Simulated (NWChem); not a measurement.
dichloromethane (CH2Cl2); SMILES ClCCl

```xyz
5

Cl     1.4943     0.0000     0.2157
C      0.0000     0.0000    -0.7601
Cl    -1.4943     0.0000     0.2157
H      0.0000     0.9097    -1.3865
H      0.0000    -0.9097    -1.3865
```
Atoms are numbered in this order, from 1.

Geometry: optimised at PBE-D3(BJ)/def2-SVP.

Symmetry labels are those of C2v in the frame above (b1 and b2, or b-type labels, depend on it).

Problem. List the 4 lowest vertical singlet excitations from Hartree-Fock/def2-TZVPD, CIS (NWChem).

Solution. 
| state | energy (eV) | oscillator strength | symmetry | leading excitation (squared amplitude) |
|---|---|---|---|---|
| S1 | 7.73 | 0.000 | b2 | HOMO → LUMO+2 (0.25) |
| S2 | 7.89 | 0.011 | b1 | HOMO−1 → LUMO+2 (0.21) |
| S3 | 8.09 | 0.000 | a2 | HOMO−3 → LUMO+7 (0.16) |
| S4 | 8.30 | 0.005 | a1 | HOMO−2 → LUMO+2 (0.22) |
